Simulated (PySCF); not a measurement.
Level of theory: PySCF with ωB97X-D3(BJ)/def2-TZVP // B3LYP-D3(BJ)/def2-TZVP. Isolated molecules, 0 K electronic values unless said otherwise. 

Reference species (SMILES): `[OH]` (neutral, multiplicity 2).

```
Quantity        Value
-------------  ------
dipole moment  1.78 D
```

Changed species: `[SH]` (radical fragment; the reference has radical fragment).

Problem. What does the change do to the dipole moment?

Solution. the dipole moment drops by 0.87 D, to 0.91 D.
